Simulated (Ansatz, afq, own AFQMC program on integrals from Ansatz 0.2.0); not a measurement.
Integrals from Ansatz 0.2.0, then the random walk in our own AFQMC program (afq).

```yaml
crystal:
  periodic: [false, false, false]
  atoms:
    - {symbol: Ti, position_ang: [0.000000, 0.000000, 0.000000]}
    - {symbol: S, position_ang: [0.000000, 0.000000, 1.598000]}
basis:
  gaussian: {orbitals: def2-SVP}
magnetization: {spin_polarized: false}
correlation: {method: ccsd_t, electrons: outside_noble_gas, hamiltonian_folder: ham}
```

```sh
$ ansatz run in.yaml --threads 1 --pin off --events-out ev --progress --plain --max-ram 1382MiB
```

afq runs on the folder ham with

```
--method phaseless --trial hf --walkers 140 --populations 1 --least-time 40 --time-step 0.005 --steps-per-block 20 --equilibration-blocks 160 --max-blocks 600 --target-error 0.00114 --factor-cut 1e-05 --seed 8755 --taylor-order 6
```

Times are imaginary, in 1/Eh. The walk had a cap of 498 s.

afq prints:

```
orbitals 35  electrons 5 5  factors 306 of 510
reference energy -1245.44873022 Eh
CCSD correlation -0.24811209 Eh in 14 cycles, weight of the determinant in the CISD state 0.8244
energy of the start -1245.448730 Eh
 block  time / (1/Eh)  mean weight  energy / Eh
     1     0.100  1.0031  -1245.490635
     2     0.200  1.0012  -1245.532847
     3     0.300  1.0027  -1245.560592
     4     0.400  1.0009  -1245.578648
     5     0.500  1.0008  -1245.590114
     8     0.800  1.0018  -1245.621799
    20     2.000  1.0002  -1245.675801
    77     7.700  0.9998  -1245.696517
   134    13.400  1.0009  -1245.681024
   191    19.100  0.9993  -1245.699000
   210    21.000  1.0024  -1245.806101
   248    24.800  1.0016  -1245.695443
   305    30.500  1.0020  -1245.754830
   362    36.200  0.9993  -1245.703380
   419    41.900  0.9988  -1245.694199
   476    47.600  1.0021  -1245.737723
   533    53.300  1.0004  -1245.709612
   590    59.000  1.0014  -1245.713624
   647    64.700  1.0003  -1245.714711
   704    70.400  0.9985  -1245.768213
   742    74.200  1.0006  -1245.698187
blocks merged  error / Eh  count
     1  0.001000  600
     2  0.001328  300
     4  0.001749  150
     8  0.002296  75
    16  0.002904  37
    32  0.002970  18
    64  0.002711  9
energy -1245.720940 +/- 0.002970 Eh
(rows thinned)
```

The run passed its tests (sampling time, drift between the halves within three errors, error under three times the target), which doesn't prove that it has relaxed.

Against this walk (error 80.8 meV) on the same determinant: CCSD(T) 199.2 meV higher, CCSDT(Q) 143.5 meV higher (within the noise). The error is statistical and leaves out the bias of the constraint.

Cautions: constraint bias not in the error; error above the target (80.8 against 31.0 meV); no relativity below Rb; outer-core shells of the metal frozen; higher spins were not checked; restricted determinant unstable towards unrestricted; strong correlation (T1 0.043, weight of the determinant 0.82, largest double 0.09); (T) is large, 7 % of the CCSD correlation.

The walk took 6.5 min on 1 thread of Intel(R) Xeon(R) Platinum 8175M CPU @ 2.50GHz (Skylake/Cascade Lake), with other jobs on the host. The log's last line is the phaseless energy.

CCSDT and higher add their correlation energy to the determinant of the CCSD(T) run, since their own runs factorise the integrals more tightly (a shift of under 2 meV). A walk keeps the symmetry of its determinant, which the program's search chose and which needn't be the lowest solution, so a lower state of the same spin and another symmetry isn't excluded.
